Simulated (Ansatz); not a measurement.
Born–Oppenheimer molecular dynamics of CH3F + H4Si (10 atoms, charge 0, multiplicity 1). It starts from a relaxed structure.

Theory: RKS CAM-B3LYP-D4/STO-3G in Ansatz.

```
ensemble        : NVT, Nosé–Hoover chain
time step       : 0.5 fs
steps asked     : 213
set temperature : 1000 K
thermostat      : time constant 300 fs, chain length 3
seed            : 187002
```

First frame:

```xyz
10
Properties=species:S:1:pos:R:3
Si -0.113 -0.049 -1.740
H -0.061 -0.532 -3.094
H 1.238 0.076 -1.268
H -0.839 -1.013 -0.961
H -0.781 1.222 -1.751
C 0.122 0.032 1.796
F -0.237 0.893 0.745
H 1.215 -0.167 1.788
H -0.405 -0.942 1.706
H -0.141 0.478 2.778
```

**Question.** How far do the bonds stretch over the last three quarters of this one trajectory? (Pairs bonded in most of those frames.)

**Answer.** 
| bond | mean (Å) | spread (Å) | shortest | longest |
| --- | --- | --- | --- | --- |
| Si1–H2 | 1.452 | 0.078 | 1.34 | 1.56 |
| Si1–H3 | 1.440 | 0.050 | 1.34 | 1.54 |
| Si1–H4 | 1.447 | 0.066 | 1.35 | 1.55 |
| Si1–H5 | 1.441 | 0.036 | 1.39 | 1.50 |
| C6–F7 | 1.404 | 0.011 | 1.38 | 1.43 |
| C6–H8 | 1.118 | 0.044 | 1.04 | 1.19 |
| C6–H9 | 1.112 | 0.019 | 1.08 | 1.15 |
| C6–H10 | 1.112 | 0.024 | 1.07 | 1.16 |

Mean temperature of the second half: 520 K. The conserved energy stayed within 0.89 meV per atom of its start (net change 0.51 meV per atom), so the integration is sound. The mean temperature of the second half is 48 % below the set value. A run of 0.11 ps of so small a system gives no equilibrium averages. Limits of this set-up: minimal basis.

Time of the run: 11 min on 1 thread of AMD EPYC (Zen 3), on a shared host, peak memory 0.098 GiB.
